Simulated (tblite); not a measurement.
Compound: C4H7F.
Atom-mapped SMILES: `[CH3:1]/[CH:2]=[C:3](/[CH3:4])[F:5]` (hydrogens: H6, H7, H8 on C1; H9 on C2; H10, H11, H12 on C4)

Computed with GFN2-xTB (tblite), gas phase: Langevin dynamics at 300 K from the optimised GFN2-xTB geometry, time step 0.5 fs, friction 0.01 fs⁻¹, 2000 steps. The instantaneous temperature is 2·E(kin)/(3Nk) with all 3N coordinates.

| t (fs) | T (K) | E(pot) above start (eV) | C1–C2 (Å) | C2=C3 (Å) | C3–C4 (Å) | C3–F5 (Å) | C1–H6 (Å) |
| --- | --- | --- | --- | --- | --- | --- | --- |
| 0 | 262 | 0.000 | 1.493 | 1.323 | 1.490 | 1.361 | 1.086 |
| 25 | 156 | 0.327 | 1.501 | 1.320 | 1.477 | 1.413 | 1.041 |
| 50 | 317 | 0.330 | 1.512 | 1.306 | 1.421 | 1.387 | 1.114 |
| 75 | 261 | 0.328 | 1.476 | 1.345 | 1.463 | 1.397 | 1.107 |
| 100 | 288 | 0.220 | 1.486 | 1.329 | 1.494 | 1.368 | 1.059 |
| 125 | 205 | 0.265 | 1.505 | 1.319 | 1.500 | 1.367 | 1.102 |
| 150 | 169 | 0.271 | 1.506 | 1.319 | 1.494 | 1.389 | 1.108 |
| 175 | 207 | 0.185 | 1.499 | 1.329 | 1.524 | 1.351 | 1.069 |
| 200 | 205 | 0.281 | 1.486 | 1.324 | 1.524 | 1.341 | 1.091 |
| 225 | 195 | 0.307 | 1.511 | 1.332 | 1.502 | 1.351 | 1.076 |
| 250 | 196 | 0.364 | 1.532 | 1.327 | 1.506 | 1.369 | 1.041 |
| 275 | 268 | 0.272 | 1.501 | 1.315 | 1.462 | 1.387 | 1.095 |
| 300 | 292 | 0.339 | 1.534 | 1.324 | 1.453 | 1.382 | 1.161 |
| 325 | 307 | 0.265 | 1.491 | 1.339 | 1.483 | 1.371 | 1.072 |
| 350 | 215 | 0.549 | 1.429 | 1.307 | 1.489 | 1.409 | 1.055 |
| 375 | 207 | 0.381 | 1.480 | 1.322 | 1.505 | 1.374 | 1.074 |
| 400 | 302 | 0.354 | 1.483 | 1.342 | 1.481 | 1.362 | 1.096 |
| 425 | 320 | 0.305 | 1.498 | 1.331 | 1.468 | 1.352 | 1.104 |
| 450 | 236 | 0.575 | 1.536 | 1.326 | 1.491 | 1.393 | 1.069 |
| 475 | 334 | 0.507 | 1.514 | 1.319 | 1.517 | 1.288 | 1.073 |
| 500 | 338 | 0.449 | 1.470 | 1.346 | 1.503 | 1.405 | 1.114 |
| 525 | 311 | 0.288 | 1.445 | 1.346 | 1.499 | 1.390 | 1.084 |
| 550 | 292 | 0.371 | 1.482 | 1.303 | 1.460 | 1.338 | 1.037 |
| 575 | 306 | 0.471 | 1.513 | 1.320 | 1.497 | 1.445 | 1.100 |
| 600 | 215 | 0.701 | 1.540 | 1.333 | 1.446 | 1.346 | 1.183 |
| 625 | 392 | 0.521 | 1.516 | 1.326 | 1.480 | 1.414 | 1.158 |
| 650 | 337 | 0.493 | 1.496 | 1.321 | 1.502 | 1.393 | 1.053 |
| 675 | 362 | 0.404 | 1.499 | 1.338 | 1.481 | 1.320 | 1.052 |
| 700 | 275 | 0.576 | 1.498 | 1.309 | 1.504 | 1.360 | 1.126 |
| 725 | 228 | 0.311 | 1.533 | 1.324 | 1.529 | 1.340 | 1.143 |
| 750 | 292 | 0.256 | 1.515 | 1.337 | 1.503 | 1.324 | 1.063 |
| 775 | 298 | 0.365 | 1.472 | 1.323 | 1.491 | 1.361 | 1.026 |
| 800 | 309 | 0.548 | 1.498 | 1.323 | 1.522 | 1.387 | 1.150 |
| 825 | 347 | 0.574 | 1.492 | 1.318 | 1.405 | 1.377 | 1.167 |
| 850 | 330 | 0.353 | 1.548 | 1.358 | 1.499 | 1.396 | 1.071 |
| 875 | 335 | 0.226 | 1.488 | 1.302 | 1.519 | 1.354 | 1.034 |
| 900 | 223 | 0.291 | 1.460 | 1.297 | 1.532 | 1.354 | 1.106 |
| 925 | 192 | 0.476 | 1.524 | 1.328 | 1.591 | 1.382 | 1.193 |
| 950 | 247 | 0.380 | 1.477 | 1.345 | 1.442 | 1.318 | 1.138 |
| 975 | 266 | 0.351 | 1.514 | 1.315 | 1.453 | 1.389 | 1.086 |
| 1000 | 224 | 0.388 | 1.500 | 1.292 | 1.471 | 1.443 | 1.059 |

**Question.** From 500 fs on, how do temperature and potential energy compare with equipartition?

**Answer.** The mean temperature of these 21 frames is 291 K against the target 300 K, and the mean potential energy 0.42 eV against 30 × kT/2 = 0.39 eV for 30 classical harmonic modes. For 12 atoms in a canonical ensemble the temperature itself scatters by T·√(2/(3N)) = 71 K; here its standard deviation is 53 K. The whole run lasts only 10 friction times of 100 fs, so these averages carry a wide statistical error.

**Question.** What are the kinetic and total energies of the listed frame with the highest potential energy?

**Answer.** The one at 600 fs, 0.701 eV above the start. Its kinetic energy is 3NkT/2 = 0.334 eV at 215 K, so the sum is 1.03 eV; over the listed frames the sum runs from 0.41 to 1.13 eV, since the thermostat adds and removes energy.

**Question.** How much do the listed bonds fluctuate from 500 fs on?

**Answer.** 
| bond | at the start (Å) | mean (Å) | standard deviation (Å) |
| --- | --- | --- | --- |
| C1–C2 | 1.493 | 1.499 | 0.026 |
| C2=C3 | 1.323 | 1.324 | 0.017 |
| C3–C4 | 1.490 | 1.492 | 0.038 |
| C3–F5 | 1.361 | 1.373 | 0.036 |
| C1–H6 | 1.086 | 1.102 | 0.050 |

The motion is classical and holds no zero-point motion.

The cost below is that of the whole dynamics run. On one thread, Intel Xeon at 2.70 GHz (x86_64), no GPU, shared host with 64 logical CPUs at a one-minute load of 61, this took 16 s wall and 0.18 GiB of memory at its peak.
